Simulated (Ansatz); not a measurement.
phosphine (SMILES P) moved off its minimum; all values from Ansatz (a first-principles code), cores frozen in correlated methods.
(charge 0, multiplicity 1)
```xyz
4

P      0.02564    -0.03194     0.07741
H     -0.72215     1.08913    -0.58573
H      1.12887    -0.13121    -0.62948
H     -0.89144    -1.09589    -0.49253
```

```
level                    largest force (eV/Å)  on atom  rms difference from CCSD(T)/aug-cc-pV(T+d)Z (eV/Å)  dipole (D)
-----------------------  --------------------  -------  --------------------------------------------------  ----------
HF/def2-TZVPP                            4.77       P1                                               0.213        0.83
PBE/def2-TZVPP                           4.65       P1                                               0.180        0.79
r2SCAN/def2-TZVPP                        4.63       P1                                               0.043        0.83
B3LYP/def2-TZVPP                         4.57       P1                                               0.024        0.75
wB97M-V/def2-TZVPP                       4.59       P1                                               0.049        0.71
MP2/aug-cc-pV(T+d)Z                      4.64       P1                                               0.111        0.75
CCSD(T)/aug-cc-pV(T+d)Z                  4.58       P1                                               0.000        0.74
```

The differences count from one level among others, with limits of its own. Forces at CCSD(T)/aug-cc-pV(T+d)Z (eV/Å):

| atom | Fx | Fy | Fz |
|---|---|---|---|
| P1 | -4.339 | 0.264 | 1.428 |
| H2 | 1.116 | -1.141 | 0.354 |
| H3 | 1.815 | -0.237 | -2.076 |
| H4 | 1.409 | 1.113 | 0.295 |
